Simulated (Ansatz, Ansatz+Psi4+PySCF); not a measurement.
```xyz
3

O     0.0000    0.0000   -1.8167
C     0.0000    0.0000   -0.5677
S     0.0000    0.0000    1.1212
```

Basis set: cc-pVTZ (spherical functions). Correlated methods keep 7 orbitals frozen. Charge 0, multiplicity 1.

Computed with Ansatz (development build ahead of 0.2.0); each method stands on the lowest determinant of its kind that the runs found. Restricted open shells among the atoms or ions are ROHF, correlated in semicanonical orbitals with singles.

Question: Give the atomization energy at this shape (free ground-state atoms in the same class of orbitals less the molecule, no zero-point energy) of singlet COS by RHF-MP2, RHF.

Answer:

```json
{"method": "RHF-MP2", "atomization energy": "14.21 eV"}
{"method": "RHF", "atomization energy": "8.25 eV"}
```

Caution: the shape is not the minimum.
